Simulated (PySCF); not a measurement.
Molecular orbitals of BH

TPSSh at R = 1.251 Å; PySCF, no relativity, basis sets B 6-31G(d,p), H 6-31G(d,p). State: ¹Σ⁺ (singlet), closed shell. Only the outer orbitals are listed, counted within each symmetry.

```json
{"orbital": "2σ", "occ.": "2", "ε (eV)": "-12.52", "on B (%)": "61", "main shells (%)": "51 B s, 39 H s, 10 B p"}
{"orbital": "3σ", "occ.": "2", "ε (eV)": "-5.79", "on B (%)": "85", "main shells (%)": "43 B s, 42 B p, 15 H s"}
{"orbital": "1π", "occ.": "0", "ε (eV)": "-2.28", "on B (%)": "100", "main shells (%)": "100 B p"}
{"orbital": "1π", "occ.": "0", "ε (eV)": "-2.28", "on B (%)": "100", "main shells (%)": "100 B p"}
{"orbital": "4σ", "occ.": "0", "ε (eV)": "4.37", "on B (%)": "40", "main shells (%)": "60 H s, 37 B p"}
```

Problem. Which are the highest filled and the lowest empty level, where do they sit, and how wide is the gap?

Solution. Highest filled 3σ at -5.79 eV (in %: 43 B s, 42 B p, 15 H s); lowest empty 1π at -2.28 eV (in %: 100 B p); the gap at TPSSh is 3.51 eV.

* bond order (Mayer): 0.92
* ⟨S²⟩: 0.000
* charge on B (Mulliken, basis-dependent): 0.08
* charge on B (Löwdin, basis-dependent): 0.04
* dipole moment (positive dipole means B(−)H(+)): 1.31 D
